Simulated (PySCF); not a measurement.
Species: C4H3N2 (doublet state).
SMILES with atom numbers: `[H]/[C:1]=[C:2]1[CH:3]=[N:4][C:5]/1=[N:6]\[H]` (hydrogens: H7 on C1; H8 on C3; H9 on N6)

Computed with UKS B3LYP, pcH-1 on C H N, non-relativistic, mean-field spin-orbit, GIAO (PySCF). Geometry: GFN2-xTB; no solvent, vibrations or thermal averaging. Couplings are sensitive to structure, and on GFN2-xTB geometries they can be far from those on DFT ones. Stability of the SCF solution: not tested.

**Question.** Where do the isotropic ENDOR lines of N6, N4, H7, H9 and H8 fall at 1220.0 mT, to first order?

**Answer.** ν± = |νn ± a/2|, one line for each electron-spin manifold; νn = |g_N| × 7.62259 MHz/T × B.

| nuclei | isotope | g_N | νn (MHz) | a_iso (MHz) | lower line (MHz) | upper line (MHz) |
| --- | --- | --- | --- | --- | --- | --- |
| N6 | 14N | 0.4038 | 3.75 | 10.01 | 1.25 | 8.76 |
| N4 | 14N | 0.4038 | 3.75 | -1.73 | 2.89 | 4.62 |
| H7 | 1H | 5.5857 | 51.94 | 35.26 | 34.31 | 69.57 |
| H9 | 1H | 5.5857 | 51.94 | 25.90 | 39.00 | 64.89 |
| H8 | 1H | 5.5857 | 51.94 | 3.15 | 50.37 | 53.52 |

**Question.** Which pairs are centred on the nuclear Larmor frequency, and which on half the coupling?

**Answer.** Centred on νn, since |a| < 2νn: N4, H7, H9 and H8. Centred on |a|/2 and split by 2νn: N6.

**Question.** At what field would the lower line of N6 fall to zero frequency?

**Answer.** Where νn = |a|/2, that is B = 5.01 MHz/(0.4038 × 7.62259 MHz/T) = 1630 mT, as far as first order holds there.
